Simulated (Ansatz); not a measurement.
Mulliken charges of `N=C=N` from ωB97M-V/def2-TZVPP in Ansatz (PBE0-D4/def2-TZVP geometry).

| atom | x (Å) | y (Å) | z (Å) | charge (e) |
| --- | --- | --- | --- | --- |
| N1 | -1.212 | -0.218 | -0.051 | -0.273 |
| C2 | 0.003 | -0.150 | -0.091 | 0.224 |
| N3 | 1.208 | -0.241 | -0.228 | -0.273 |
| H4 | -1.763 | 0.608 | -0.235 | 0.161 |
| H5 | 1.813 | -0.072 | 0.563 | 0.161 |

**Question.** By hand: the dipole of these point charges (1 e Å = 4.8032 D).

**Answer.** Σ q r = (0.010, 0.178, 0.109) e Å, of length 0.209 e Å = 1.00 D.

**Question.** How does the dipole of the full density compare? (Best estimate.)

**Answer.** The calculation gave: (0.020, 0.366, 0.223) e Å, 2.06 D; the point charges give 0.49 times that, at 0° from its direction.

Point charges leave out the atoms' own dipoles, such as those of lone pairs, and Mulliken's split depends on the basis, so the two needn't agree.
